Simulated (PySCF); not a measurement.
# Name the molecule from its bond curve

A diatomic of charge 0 contains B (the partner may be the same element). Its triplet curve at PBE0 in a triple-zeta basis (no relativity, PySCF), in eV from the separated fragments:

```tsv
R (Å)	E (eV)
1.344	-2.327
1.407	-2.819
1.469	-3.097
1.516	-3.198
1.563	-3.228
1.610	-3.200
1.672	-3.096
1.751	-2.891
1.844	-2.584
1.969	-2.142
```

The fit gives ωe = 1133 cm⁻¹ and the rotational constant Bₑ = 1.256 cm⁻¹.

Question: Which atom is the partner?

Answer: The minimum lies at 1.562 Å, so the reduced mass is 16.8576 u Å² cm⁻¹/(Bₑ·Re²) = 5.501 u. With B at 11.01 u the partner weighs about 11.0 u: B. The molecule is B2.

The state is the lowest determinant that a PBE0 search found; another state may lie lower at other levels.
